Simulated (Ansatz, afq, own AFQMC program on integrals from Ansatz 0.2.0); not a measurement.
Atomization energy of AlGaPH, singlet

| atom | x (Å) | y (Å) | z (Å) |
| --- | --- | --- | --- |
| Ga | 0.0000 | 0.2302 | 1.1965 |
| Al | 0.0000 | 0.5781 | -2.0818 |
| P | 0.0000 | -1.0792 | -0.7782 |
| H | 0.0000 | 1.7623 | -3.1262 |

Connectivity, by distances: Ga–P–AlH.

Atoms in their ground-state spins without spin–orbit coupling (mostly on UHF) minus the molecule (RHF), without zero-point energy. The geometry is a stationary point, not shown to be a minimum.

Basis cc-pVDZ. Noble-gas cores (and the filled d shells of Ga–Kr and In–Xe) are frozen. AFQMC by an in-house program on the Cholesky factors that Ansatz 0.2.0 writes for its CCSD(T) run. ph-AFQMC/CISD is guided by a CISD state made of CCSD amplitudes; releasing the constraint for a short imaginary time cuts its bias at the price of noise, slowly where states lie close. Uncertainties: one standard error, sampling alone. No spin–orbit coupling. The errors of all members are added in quadrature.

No full CI on the walks' own integrals is used here; CCSDT(Q) serves as the reference and is uncertain by about the last step of the cluster series. Each member takes its own surest rung, up to full CI.

Errors are counted within cc-pVDZ, not against nature.

Cautions: inner d shell frozen; no relativity below Rb; no spin-orbit coupling; AlGaPH (singlet): higher spins were not checked, raised T1 diagnostic (T1 0.024, weight of the determinant 0.82, largest double 0.06).

```csv
level,atomization energy (kcal/mol)
MP2,172.3
HF,109.9
```

Q: From these cheaper values, estimate the atomization energy at the reference level in cc-pVDZ.

A: 168.3 kcal/mol (CCSDT(Q) in cc-pVDZ).

| level | atomization energy (kcal/mol) | error against CCSDT(Q) (kcal/mol) |
| --- | --- | --- |
| CCSD | 160.4 | -7.9 |
| CCSD(T) | 167.3 | -1.0 |
| ph-AFQMC/HF | 170.4 ± 1.4 | 2.1 ± 1.4 |
| ph-AFQMC/CISD | 167.7 ± 0.5 | -0.6 ± 0.5 |
| released AFQMC | 168.4 ± 0.6 | 0.1 ± 0.6 |

Correlation beyond CCSD(T) adds 1.0 kcal/mol. The perturbative (T) step is worth +7.0 kcal/mol.

A walk keeps the symmetry of its determinant, which the program's search chose and which needn't be the lowest solution, so a lower state of the same spin and another symmetry isn't excluded. Released energies are given only where the last usable release times agree within the noise; a slower fall can still hide under it.
